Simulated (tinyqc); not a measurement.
Inside a calculation. Method: MP2 on RHF in the sto-3g basis, frozen core, for HF, spin multiplicity 1. One step of it, computed by the program tinyqc.

Task: Second-order Moller-Plesset energy. E2 = sum_ijab (ia|jb) [2 (ia|jb) - (ib|ja)] / (e_i + e_j - e_a - e_b) over occupied i, j and virtual a, b; the opposite-spin part is (ia|jb)^2 / denominator, the rest is same-spin, and SCS-MP2 scales them by 6/5 and 1/3.

orbital energies (hartree): [-25.915834, -1.431067, -0.530685, -0.462030, -0.462030, 0.466451]

Two-electron integrals over orbitals (pq|rs), unique and non-zero (hartree); the lowest 1 orbital is frozen and left out:
```
(22|22) 0.863181    (32|22) -0.038254   (32|32) 0.147359    (33|22) 0.722813
(33|32) -0.028006   (33|33) 0.714965    (42|42) 0.185874    (43|42) -0.035025
(43|43) 0.040510    (44|22) 0.887561    (44|32) -0.073770   (44|33) 0.712913
(44|44) 0.997514    (52|52) 0.185874    (53|52) -0.035025   (53|53) 0.040510
(54|54) 0.053770    (55|22) 0.887561    (55|32) -0.073770   (55|33) 0.712913
(55|44) 0.889973    (55|55) 0.997514    (62|22) -0.106542   (62|32) -0.063946
(62|33) -0.027323   (62|44) -0.104545   (62|55) -0.104545   (62|62) 0.093047
(63|22) -0.205208   (63|32) 0.090096    (63|33) -0.106683   (63|44) -0.223680
(63|55) -0.223680   (63|62) 0.046679    (63|63) 0.207087    (64|42) -0.035029
(64|43) -0.019225   (64|64) 0.030173    (65|52) -0.035029   (65|53) -0.019225
(65|65) 0.030173    (66|22) 0.658796    (66|32) 0.057448    (66|33) 0.661741
(66|44) 0.637878    (66|55) 0.637878    (66|62) -0.060600   (66|63) -0.020689
(66|66) 0.695617
```

Hartree-Fock energy = -98.55390752 hartree

Give: Terms; Pair energies; MP2 correlation energy; SCS-MP2 correlation energy; MP2 total energy.

Result:

Terms:
```
i  j  a  b  (ia|jb)  (ib|ja)  denominator       term
3  3  6  6   0.2071   0.2071      -1.9943    -0.0215
2  2  6  6   0.0930   0.0930      -3.7950    -0.0023
2  3  6  6   0.0467   0.0467      -2.8947    -0.0008
3  2  6  6   0.0467   0.0467      -2.8947    -0.0008
4  4  6  6   0.0302   0.0302      -1.8570  -4.90e-04
5  5  6  6   0.0302   0.0302      -1.8570  -4.90e-04
```

Pair energies (hartree; pair i-j sums ij and ji):
```
pair  opposite spin  same spin
2-2         -0.0023     0.0000
3-2         -0.0015     0.0000
3-3         -0.0215     0.0000
4-4       -4.90e-04     0.0000
5-5       -4.90e-04     0.0000
```

MP2 correlation energy = -0.026271 hartree

SCS-MP2 correlation energy = -0.031526 hartree

MP2 total energy = -98.580179 hartree
